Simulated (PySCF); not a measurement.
**[SiO2]-: one geometry, several methods and rigid scans**

Aim: at the PBE0 minimum of doublet [SiO2]-, found before, compare methods on energies and levels. Rigid scans about the minimum follow.

The runs use PySCF 2.14.0; several methods, basis Si def2-TZVPD, O def2-TZVPD, no relativity, density fitting.

## 1. The starting structure

3 atoms, charge -1, spin multiplicity 2.

Bond lengths: Si1–O2 1.551 Å, Si1–O3 1.551 Å. Angles: O2–Si1–O3 138.7°.

Coordinates in bohr (charge -1 multiplicity 2):
```
Si    0.0000    0.0000   -0.5522
O     2.7429    0.0000    0.4829
O    -2.7429    0.0000    0.4829
```

## 2. PBE0

The steps are one call of a driver around PySCF; scf.py gives each level's set-up. Each SCF starts from the density of the minimum. The driver also runs the species with one electron less or more at the same geometry (one less: multiplicity 1); their logs are not shown.

The input, scf.py:

```python
from pyscf import gto, scf, dft
mol = gto.M(atom='''
Si     0.000000     0.000000    -0.292187
O      1.451505    -0.000000     0.255524
O     -1.451505     0.000000     0.255524''',
    basis={'Si': 'def2-TZVPD', 'O': 'def2-TZVPD'},
    charge=-1, spin=1)
mf = dft.UKS(mol, xc='PBE0')
mf.grids.atom_grid = (75, 302)
aux = {'Si': 'def2-universal-JKFIT', 'O': 'def2-universal-JKFIT'}
mf = mf.density_fit(auxbasis=aux)
mf.kernel()
```

## 3. HF

Changes to scf.py since step 2:

```diff
@@ -8,2 +8 @@
-mf = dft.UKS(mol, xc='PBE0')
-mf.grids.atom_grid = (75, 302)
+mf = scf.UHF(mol)
```

## 4. PBE

Changes to scf.py since step 3:

```diff
@@ -8 +8,2 @@
-mf = scf.UHF(mol)
+mf = dft.UKS(mol, xc='PBE')
+mf.grids.atom_grid = (75, 302)
```

## 5. r2SCAN

Changes to scf.py since step 4:

```diff
@@ -8,2 +8,2 @@
-mf = dft.UKS(mol, xc='PBE')
-mf.grids.atom_grid = (75, 302)
+mf = dft.UKS(mol, xc='R2SCAN')
+mf.grids.atom_grid = (90, 434)
```

## 6. B3LYP

Changes to scf.py since step 5:

```diff
@@ -8,2 +8,2 @@
-mf = dft.UKS(mol, xc='R2SCAN')
-mf.grids.atom_grid = (90, 434)
+mf = dft.UKS(mol, xc='B3LYP')
+mf.grids.atom_grid = (75, 302)
```

## 7. TPSSh

Changes to scf.py since step 6:

```diff
@@ -8,2 +8,2 @@
-mf = dft.UKS(mol, xc='B3LYP')
-mf.grids.atom_grid = (75, 302)
+mf = dft.UKS(mol, xc='TPSSH')
+mf.grids.atom_grid = (90, 434)
```

## 8. PBEsol

Changes to scf.py since step 7:

```diff
@@ -8,2 +8,2 @@
-mf = dft.UKS(mol, xc='TPSSH')
-mf.grids.atom_grid = (90, 434)
+mf = dft.UKS(mol, xc='PBEsol')
+mf.grids.atom_grid = (75, 302)
```

## 9. HSE06

Changes to scf.py since step 8:

```diff
@@ -8 +8 @@
-mf = dft.UKS(mol, xc='PBEsol')
+mf = dft.UKS(mol, xc='HSE06')
```

## 11. Breathing scan

A rigid scan with PBE0: all bonds to the central atom are scaled together. Each point starts from its neighbour's orbitals, and energies count from the minimum. Dipoles of the ion refer to the centre of mass.

(Steps that only read results are left out.)

**Question.** What will these runs give? Wanted: vertical ionisation energy, range; orbital gap, range; all bonds 4 % longer.

As calculated:

| quantity | value |
| --- | --- |
| vertical ionisation energy, range | 2.65 (PBEsol) to 2.90 (PBE0) eV |
| orbital gap, range | 1.08 (PBEsol) to 8.59 (HF) eV |
| all bonds 4 % longer | 15.5 kJ/mol |

In words: The vertical ionisation energy spreads over 0.25 eV, from PBEsol to PBE0; without a CCSD(T) value for it there is no yardstick here. The well is lopsided, 19.7 kJ/mol for 4 % shorter bonds against 15.5 for 4 % longer ones.
